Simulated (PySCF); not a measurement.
## PySCF run on LiAl

The script input.py:

```python
from pyscf import gto, scf, solvent

mol = gto.M(
    atom='Li 0 0 0; Al 0 0 2.604',
    basis='def2-svp',
    charge=0,
    spin=0,
    verbose=3,
)
mf = scf.RHF(mol)
mf = solvent.PCM(mf)
mf.with_solvent.eps = 20.5
mf.kernel()
mf.analyze()
print('orbital energies (hartree):', mf.mo_energy[..., max(0, mol.nelec[1]-3):mol.nelec[0]+3].round(4))
```

```bash
$ python input.py
```

Output (some set-up lines and the per-cycle HOMO/LUMO lines with their warnings removed):

```
WARN: PCM is an experimental feature. It is still in testing.
Features and APIs may be changed in the future.

converged SCF energy = -249.228873207739
**** MO energy ****
MO #1   energy= -58.4181499747846  occ= 2
MO #2   energy= -4.85258508180823  occ= 2
MO #3   energy= -3.16557909879116  occ= 2
MO #4   energy= -3.16557909879115  occ= 2
MO #5   energy= -3.16294612892513  occ= 2
MO #6   energy= -2.43407683482423  occ= 2
MO #7   energy= -0.373908187853931 occ= 2
MO #8   energy= -0.182652106894312 occ= 2
MO #9   energy= 0.0369312444333936 occ= 0
MO #10  energy= 0.0528845801088078 occ= 0
MO #11  energy= 0.0528845801088087 occ= 0
[16 lines left out]
 ** Mulliken atomic charges  **
charge of    0Li =      0.55322
charge of    1Al =     -0.55322
Dipole moment(X, Y, Z, Debye):  0.00000,  0.00000, -9.77928
orbital energies (hartree): [-2.4341 -0.3739 -0.1827  0.0369  0.0529  0.0529]
```

In short: E(SCF) = -249.228873 Eh, μz(SCF) = -9.78 D.

Wall time 1.1 s on one thread of a shared host.

Stability towards an unrestricted solution was not tested. The bond length is a typed value, not an optimised one.
